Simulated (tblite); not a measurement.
Species: C5H4Cl (doublet state).
Numbering: `[C:1]#[C:2][CH2:3]/[CH:4]=[CH:5]\[Cl:6]` (hydrogens: H7, H8 on C3; H9 on C4; H10 on C5)

The geometry is computed with GFN2-xTB (gas phase). This method treats the open shell by occupation alone, without spin polarisation.

Give the optimised bond lengths and angles.

| bond | length (Å) | order |
| --- | --- | --- |
| C1≡C2 | 1.194 | triple |
| C2–C3 | 1.474 | single |
| C3–C4 | 1.486 | single |
| C4=C5 | 1.328 | double |
| C5–Cl6 | 1.717 | single |
| C3–H7, C3–H8 | 1.092 | single |
| C4–H9 | 1.081 | single |
| C5–H10 | 1.079 | single |

Bonds in one row agree within 0.01 Å and their mean is given. Orders are formal, as drawn. A selection of angles:
| angle | degrees |
| --- | --- |
| C1–C2–C3 | 176.8 |
| C2–C3–C4 | 108.6 |
| C2–C3–H7 | 108.4 |
| C4–C3–H7 | 111.3 |
| H7–C3–H8 | 110.0 |
| C3–C4–C5 | 125.4 |
| C3–C4–H9 | 116.5 |
| C5–C4–H9 | 118.0 |
| C4–C5–Cl6 | 123.9 |
| C4–C5–H10 | 122.8 |
| Cl6–C5–H10 | 113.3 |

Torsions: C2–C3–C4–C5 106° (anticlinal); C3–C4–C5–Cl6 2° (synperiplanar). The mirror-image conformer, all signs reversed, is as good.

C5 (carbon bonded to C, Cl and H) is planar (angles 123.9°, 122.8° and 113.3°, sum 360.0°, 0.01 Å off the plane of its three neighbours). C4 (carbon bonded to 2 C and H) is planar (angles 125.4°, 118.0° and 116.5°, sum 359.9°, 0.02 Å off the plane of its three neighbours). Of the pairs four or more bonds apart, Cl6···H7 is among the closest relative to their van der Waals radii: 2.67 Å, 90 % of the sum of Bondi's values. The 4 C–C bonds span 1.194 Å (C1≡C2, drawn triple) to 1.486 Å (C3–C4, drawn single), a spread of 0.292 Å.

Point group: C1 (no symmetry element, even within 0.4 Å). Its GFN2-xTB frequencies are all real (lowest 34 cm⁻¹).
